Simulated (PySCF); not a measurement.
From one molecule to another.

First species: Allyl methyl ether, C4H8O.
SMILES with atom numbers: `[CH2:1]=[CH:2][CH2:3][O:4][CH3:5]` (hydrogens: H6, H7 on C1; H8 on C2; H9, H10 on C3; H11, H12, H13 on C5)

Second species: Cyclopropyl methyl ether, C4H8O.
Cartesian coordinates in Å at the PBE0-D3(BJ)/def2-SVP level; atoms count from 1:
```
atom  x, y, z in Å
C1     1.709    0.850    0.504
O2     0.682    0.057    1.023
C3    -0.035   -0.607    0.048
C4    -1.449   -0.931    0.368
C5    -1.137    0.119   -0.668
H6     2.212    1.342    1.348
H7     1.326    1.627   -0.184
H8     2.458    0.248   -0.047
H9     0.550   -1.340   -0.529
H10   -1.808   -0.581    1.339
H11   -1.852   -1.894    0.045
H12   -1.323   -0.104   -1.722
H13   -1.302    1.161   -0.382
```

Levels: CAM-B3LYP/def2-SVPD for dipole moment, HOMO energy, LUMO energy, HOMO–LUMO gap, static isotropic polarisability and electronic spatial extent ⟨r²⟩ about the centre of nuclear charge; TDDFT CAM-B3LYP/def2-SVPD for lowest singlet excitation; TDA CAM-B3LYP/def2-SVPD for lowest triplet excitation (Tamm–Dancoff); ΔSCF CAM-B3LYP/def2-SVPD for vertical ionisation energy; PBE0-D3(BJ)/def2-SVP for rotational constant A and rotational constant C. Geometries: PBE0-D3(BJ)/def2-SVP. Each structure is a single optimised conformer of the isolated species, non-relativistic unless stated; the electronic structure was computed with PySCF and density fitting.

Dipoles, sizes and rotational constants follow the conformer. The torsions of the flexible species, by atom-mapped SMILES:
- `[CH2:1]=[CH:2][CH2:3][O:4][CH3:5]`: C1–C2–C3–O4 -132°, C2–C3–O4–C5 -178°
- `[CH3:1][O:2][CH:3]1[CH2:4][CH2:5]1`: C1–O2–C3–C4 -152°

(1) Which of the two has the higher rotational constant C, and by how much?

(2) Which has the higher LUMO energy?

(3) Which has the higher ⟨r²⟩?

(4) Which of the two has the higher static isotropic polarisability, and by how much?

(5) Which of the two has the higher vertical ionisation energy, and by how much?

(6) Which of the two has the higher T1 energy, and by how much?

(7) Which of the two has the higher HOMO–LUMO gap, and by how much?

(8) Which of the two has the higher S1 energy, and by how much?

Results:

(1) The second: 3.168 GHz against 2.248 GHz, a difference of 0.920 GHz.

(2) The second: 1.50 eV against 1.21 eV, a difference of 0.29 eV.

(3) The first: 578 bohr² against 450 bohr², a difference of 128 bohr².

(4) The first: 57.0 au against 52.5 au, a difference of 4.5 au.

(5) The first: 9.69 eV against 9.57 eV, a difference of 0.12 eV.

(6) The second: 7.04 eV against 4.36 eV, a difference of 2.68 eV.

(7) The second: 10.19 eV against 10.03 eV, a difference of 0.16 eV.

(8) The second: 7.19 eV against 6.95 eV, a difference of 0.24 eV.

On the first: The dipole matches unit charges of opposite sign 0.27 Å apart (1 e·Å = 4.8032 D). In wavenumbers S1 is 56100 cm⁻¹ (1 eV = 8065.54 cm⁻¹).

On the second: In atomic units the dipole is 0.50 e·bohr (1 au = 2.5417 D). In wavenumbers S1 is 58000 cm⁻¹ (1 eV = 8065.54 cm⁻¹).
